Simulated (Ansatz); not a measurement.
```yaml
crystal:
  periodic: [true, true, true]
  atoms:
    - {symbol: F, position_ang: [-0.871395, -2.045008, 1.135744]}
    - {symbol: Al, position_ang: [-0.489098, -1.178506, -0.225450]}
    - {symbol: Al, position_ang: [0.520798, 1.195875, 0.140351]}
    - {symbol: H, position_ang: [-0.801087, -1.933157, -1.589415]}
    - {symbol: H, position_ang: [0.917000, 2.108795, -1.103422]}
    - {symbol: H, position_ang: [0.765883, 1.788100, 1.595991]}
basis:
  gaussian: {orbitals: STO-3G, point_charges: [{charge: 0.50, position_ang: [4.361, -0.491, 0.860]}]}
total_charge: -1
magnetization: {spin_polarized: true, initial_magnetization: 1}
hamiltonian: {xc: {name: r2SCANh}, pseudopotentials: {relativity: scalar}}
```

```sh
$ ansatz run in.yaml --threads 2 --pin off --events-out ev --progress --plain --max-ram 4352MiB
```

Task: How does Ansatz answer? (Estimate.)

Result: Computed: The input was rejected before any iteration.
```
Error: YAML parse error: error: line 2 column 3: crystal: missing field `lattice` (a structure is typed as `lattice` and `atoms`, a molecule's as `atoms` in Å alone, or read from a run's directory, `checkpoint`)
 --> <input>:2:3
1 | crystal:
2 |   periodic: [true, true, true]
3 |   atoms:
4 |     - {symbol: F, position_ang: [-0.871395, -2.045008, 1.135744]}
```
